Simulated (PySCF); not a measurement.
Molecule: `Clc1ccccc1`, C$_{6}$H$_{5}$Cl.

Atom-mapped SMILES (the numbers label the heavy atoms): `[Cl:1][c:2]1[cH:3][cH:4][cH:5][cH:6][cH:7]1`. Hydrogens are named by the atom that carries them.

Geometry PBE0-D3(BJ)/def2-SVP throughout; GIAO in PySCF 2.14.0 with density-fitted response routines, gas phase, one conformer, non-relativistic; equivalent atoms averaged; functional PBE0.

For orientation, def2-TZVP gives these absolute shieldings σ: Cl1 685.6, C2 39.6, C4/C6 52.1, C3/C7 52.0, C5 55.9, H(C4)/H(C6) 23.95, H(C3)/H(C7) 23.92, H(C5) 24.08 ppm.

A run gave: Cl1 750.3, C2 53.0, C4/C6 66.6, C3/C7 67.5, C5 70.7, H(C4)/H(C6) 23.88, H(C3)/H(C7) 23.79, H(C5) 23.95 ppm (absolute shieldings σ).

Q: Which basis set was used in that run?
A. def2-SVP
B. aug-cc-pVDZ
C. pcSseg-0
D. pcSseg-2

A: B. H(C4)/H(C6) tells them apart best: aug-cc-pVDZ gives 23.88, pcSseg-2 gives 23.73, pcSseg-0 gives 25.55, def2-SVP gives 24.19 ppm.
